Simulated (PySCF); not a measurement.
A search over the determinants of BCl

Unrestricted PBE0; B x2c-SVPall, Cl x2c-SVPall; spin-free X2C with a Gaussian nucleus (PySCF 2.14). Outer shells of the fragments: B 2s2 2p1; Cl 3s2 3p5.

Followed along the bond (rough minima from three points):

```tsv
2Ms+1	unpaired	⟨S²⟩ at the start	R at minimum (Å)	Te (eV)
1	none	0.00	1.72	0.00
3	σ ↑, π ↑	2.01	none in the scan	≤ 2.14
```

Solutions found at the starting distance of 1.785 Å, counted from the lowest of them; the search is not exhaustive and high or unbound solutions are not listed, so other states can lie among these:

| 2Ms+1 | unpaired | term | E (eV) | ⟨S²⟩ | ⟨Lz²⟩ | μ (D) |
| --- | --- | --- | --- | --- | --- | --- |
| 1 | none | ¹Σ⁺ | 0.00 | 0.00 | 0.00 | 1.33 |
| 3 | σ ↑, π ↑ | ³Π | 2.11 | 2.01 | 1.00 | -0.29 |
| 1 | σ ↑, π ↓ | mixed | 3.04 | 1.01 | 1.01 | 0.15 |
| 3 | π ↑↑ | ³Σ⁻ | 6.57 | 2.10 | 0.00 | -1.31 |
| 3 | π ↑↑ | mixed | 6.66 | 2.01 | 2.01 | 5.13 |
| 3 | π ↑↑ | mixed | 6.93 | 2.01 | 2.01 | 5.08 |

A term symbol is given only where ⟨S²⟩ and ⟨Lz²⟩ are close to those of a pure state; real π, δ and φ orbitals otherwise mix terms. A positive dipole means B(−)Cl(+).

Counting both spins, an empty level lies below a filled one in some of these solutions, because spin and occupation are held.
